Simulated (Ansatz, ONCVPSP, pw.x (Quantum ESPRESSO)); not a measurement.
Equation-of-state test of one ONCV potential (strontium)

strontium, optimised norm-conserving Vanderbilt (ONCV), made with ONCVPSP 4.0.1 (PBE, scalar-relativistic). Core [Ar] 3d10, reference 4s2 4p6 5s2. Waves: 4s+5s: rc 2.40 bohr, ncon 5, nbas 9, qcut 3.9 1/bohr, 2 projectors; 4p: rc 2.20 bohr, ncon 3, nbas 6, qcut 6.2 1/bohr, 1 projector; d scattering state at 0.07 Ha: rc 1.95 bohr, ncon 3, nbas 6, qcut 4.7 1/bohr, local. Local part: the d channel. Core correction: Teter function, fcfact 2.5, rcfact 1.7.

In the d channel the program set the typed energies aside and used 0.050 Ha.

Crystal test: fcc Sr in pw.x 7.5, no spin, 10³ k-points, Fermi–Dirac smearing 0.01 Ry, cutoffs 55/220 Ry. The reference is all-electron LAPW (Ansatz 0.2.0) with the same functional, mesh and smearing; V0 and B0 come from Birch–Murnaghan fits to the pressures at five volumes. Errors are pseudo minus all-electron; Δ is the rms difference of the E(V) curves that follow from these fits, minima aligned, over ±6 % about the mean V0. Mesh and smearing are coarse, so the numbers serve the comparison and aren't converged zero-temperature values; the lattice is a test structure that the element need not adopt.

| V (Å³/atom) | P all-electron (GPa) | P pseudo (GPa) |
| --- | --- | --- |
| 52.388 | 0.67 | 0.66 |
| 53.766 | 0.32 | 0.32 |
| 55.145 | 0.01 | 0.00 |
| 56.524 | -0.28 | -0.28 |
| 57.902 | -0.53 | -0.53 |

All-electron: a0 = 6.043 Å (V0 = 55.17 Å³/atom), B0 = 11.8 GPa.

Pseudopotential: mean pressure error (GPa): -0.00; a0 (Å): 6.043; a0 error (%): -0.01; B0 error (%): +0.3; Δ (meV/atom): 0.0.

Q: At the middle volume, how do free energy and pressure move when the wave cutoff is lowered (ecutrho kept at four times it)?

A:

```tsv
cutoff (Ry)	shift of F (meV/atom)	shift of P (GPa)
25	+12.4	-0.06
33	+5.0	-0.01
44	+1.4	-0.02
```

The run at the middle volume (47 k-points, 7 iterations) took about 28 s on one core of a shared host (Intel(R) Xeon(R) Platinum 8488C, 96 threads, 372 GiB, load 91).
